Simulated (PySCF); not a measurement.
**Working out the ionisation energy of S**

S [Ne] 3s2 3p4 (3P) → S⁺ [Ne] 3s2 3p3 (4S). Computed with PySCF 2.14 in x2c-SVPall, with the spin-free X2C one-electron Hamiltonian (Gaussian nucleus). Frozen: [Ne]. Energies in hartree (1 hartree = 27.21139 eV):

| part | S (lower) | S⁺ (upper) |
| --- | --- | --- |
| UHF | -398.434835 | -398.097722 |
| CCSD correlation | -0.100448 | -0.086655 |
| (T) | -0.001118 | -0.000948 |

Question: What does Hartree-Fock give?

Answer: (-398.097722) − (-398.434835) = 0.337113 hartree = 9.173 eV.

Question: What do CCSD and CCSD(T) give?

Answer: The CCSD correlation energies differ by 0.013793 hartree = 0.375 eV and the triples by 0.000170 hartree = 0.005 eV, so CCSD gives 9.548 eV and CCSD(T) 9.553 eV.

Measured between the centres of the two terms (NIST): 10.336 eV, so CCSD(T) (valence) is off by -0.783 eV.

A double-zeta basis recovers only part of the correlation energy.

What remains against the reference includes basis incompleteness, the frozen core and higher excitations.
